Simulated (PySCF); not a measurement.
Rows and methods have been separated. Pair them.

C₅H₇F.
Numbering: `[CH3:1][C:2]1=[CH:3][C@@H:4]1[CH2:5][F:6]` (hydrogens: H7, H8, H9 on C1; H10 on C3; H11 on C4; H12, H13 on C5)

Geometry (PBE0-D3(BJ)/def2-SVP, Å), atoms numbered from 1 in this order:
```
atom  x, y, z in Å
C1     1.992    0.091   -0.170
C2     0.630    0.639   -0.138
C3    -0.243    1.559    0.140
C4    -0.783    0.337   -0.547
C5    -1.585   -0.693    0.195
F6    -1.217   -1.964   -0.197
H7     2.012   -0.904    0.301
H8     2.318   -0.049   -1.213
H9     2.712    0.748    0.340
H10   -0.493    2.542    0.532
H11   -1.041    0.391   -1.620
H12   -2.666   -0.580    0.003
H13   -1.409   -0.599    1.282
```

The closed-shell ground state was solved 7 times with PySCF (density fitting, gas phase), always in the pcSseg-1 basis (137 functions), with these functionals: B3LYP, BHandHLYP, CAM-B3LYP, HF, LC-wPBE, OPBE and mPW1PW91.

```json
{"row": "P", "total energy (Eh)": "-294.3956", "HOMO (eV)": "-7.16", "LUMO (eV)": "0.18", "dipole (D)": "1.99"}
{"row": "Q", "total energy (Eh)": "-294.3379", "HOMO (eV)": "-5.90", "LUMO (eV)": "-0.73", "dipole (D)": "1.87"}
{"row": "R", "total energy (Eh)": "-294.3281", "HOMO (eV)": "-8.46", "LUMO (eV)": "1.39", "dipole (D)": "2.00"}
{"row": "S", "total energy (Eh)": "-294.2956", "HOMO (eV)": "-8.16", "LUMO (eV)": "1.36", "dipole (D)": "2.08"}
{"row": "T", "total energy (Eh)": "-294.4710", "HOMO (eV)": "-6.91", "LUMO (eV)": "-0.04", "dipole (D)": "1.97"}
{"row": "U", "total energy (Eh)": "-294.2846", "HOMO (eV)": "-9.83", "LUMO (eV)": "2.57", "dipole (D)": "1.99"}
{"row": "V", "total energy (Eh)": "-292.7113", "HOMO (eV)": "-9.66", "LUMO (eV)": "4.17", "dipole (D)": "2.20"}
```

Question: Which functional belongs to which row?

Answer: P = mPW1PW91, Q = OPBE, R = CAM-B3LYP, S = BHandHLYP, T = B3LYP, U = LC-wPBE, V = HF. By rising HOMO–LUMO gap: OPBE (GGA) 5.17 eV; B3LYP (global hybrid, 20 % exact exchange) 6.87 eV; mPW1PW91 (global hybrid, 25 % exact exchange) 7.34 eV; BHandHLYP (global hybrid, 50 % exact exchange) 9.52 eV; CAM-B3LYP (range-separated hybrid) 9.85 eV; LC-wPBE (range-separated hybrid) 12.40 eV; HF (all exact exchange) 13.83 eV. Total energies of different functionals aren't bounds to one another; each is stationary for its own functional.

One conformer stands for the species.
